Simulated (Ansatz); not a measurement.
# P3 (quartet): wave-function methods side by side, def2-TZVPP

An exercise on one series of results from a longer session: the logs are not shown, and one member is left open.

Program: Ansatz 0.2.0, Gaussian basis. Level of theory: def2-TZVPP, core rule «outside noble gas», up to 15 orbitals frozen. These are calculated values, not measurements.

The runs, in order: UHF; ROHF; CCSD(T) on UHF.

**The geometry**

The geometry is a PBE0/def2-TZVP stationary point (not a proven minimum).

3 atoms, charge 0, spin multiplicity 4.

Atoms are counted from 1 here; the program's logs count them from 0.

Bond lengths: P1–P2 2.056 Å, P2–P3 2.056 Å. Angles: P1–P2–P3 107.7°.

Geometry (Å):

```
P     0.0000   -0.4043    1.6597
P     0.0000    0.8086    0.0000
P     0.0000   -0.4043   -1.6597
```

Set-up of the first run:

File in.yaml:

```yaml
crystal:
  periodic: [false, false, false]
  atoms:
    - {symbol: P, position_ang: [0.000000, -0.404315, 1.659704]}
    - {symbol: P, position_ang: [0.000000, 0.808631, 0.000000]}
    - {symbol: P, position_ang: [0.000000, -0.404315, -1.659704]}
basis:
  gaussian: {orbitals: def2-TZVPP}
magnetization: {spin_polarized: true, initial_magnetization: 3}
hamiltonian: {xc: hf}
output: {orbitals: {seedname: orbitals}}
```

On the command line:

```
> ansatz run in.yaml --threads 1 --pin off --events-out ev --progress --plain --max-ram 4096MiB --backend cpu
```

Among the steps run: UHF; ROHF; CCSD(T) on UHF.

One table of the session follows, with a row left open; its other results are not shown here.

| method | from UCCSD(T) (meV) |
| --- | --- |
| ROHF | +12341.4 |
| UHF | +11305.1 |
| UMP2 | +2148.9 |
| UCCSD | ? |
| UCCSD(T) | 0 |

**Question.** Estimate the row for UCCSD.

The run gave: from UCCSD(T) (meV): +695.0. In the column «from UCCSD(T) (meV)» it lies between UCCSD(T) (0) and UMP2 (+2148.9).

With the free atoms at the same levels and basis (separate runs), the atomisation energy is 5.019 eV at UCCSD(T), 1.266 eV at ROHF.
